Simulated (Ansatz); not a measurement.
# CHOSi: the cost of one run

Computed with Ansatz 0.2.0, Gaussian basis. Level: def2-TZVPP, core rule «outside noble gas», up to 7 orbitals frozen.

The runs, in order: UHF; ROHF; CCSD(T) on UHF.

2 further runs of the same task are left out: 2 set aside as unsound or not needed.

### Step 1. The system

The geometry is a PBE0/def2-TZVP stationary point (not a proven minimum) of the parent state, kept for this charge and spin.

4 atoms, charge 0, spin multiplicity 4.

Atoms are counted from 1 here; the program's logs count them from 0.

Bond lengths: O1–C2 1.143 Å, C2–Si3 1.838 Å, Si3–H4 1.523 Å. Angles: O1–C2–Si3 173.7°, C2–Si3–H4 83.4°.

### Step 2. UHF

File in.yaml:

```yaml
crystal:
  periodic: [false, false, false]
  atoms:
    - {symbol: O, position_ang: [0.000000, 0.008101, 1.755319]}
    - {symbol: C, position_ang: [0.000000, 0.052092, 0.612788]}
    - {symbol: Si, position_ang: [0.000000, -0.078659, -1.220644]}
    - {symbol: H, position_ang: [0.000000, 1.442456, -1.152508]}
basis:
  gaussian: {orbitals: def2-TZVPP}
magnetization: {spin_polarized: true, initial_magnetization: 3}
hamiltonian: {xc: hf}
output: {orbitals: {seedname: orbitals}}
```

On the command line:

```bash
> ansatz run in.yaml --threads 1 --pin off --events-out ev --progress --plain --max-ram 4096MiB --backend cpu
```

Q: Estimate wall time and peak memory on 1 thread of AMD EPYC 7R13, shared host.

About 6 s, with a peak of 0.28 GiB.
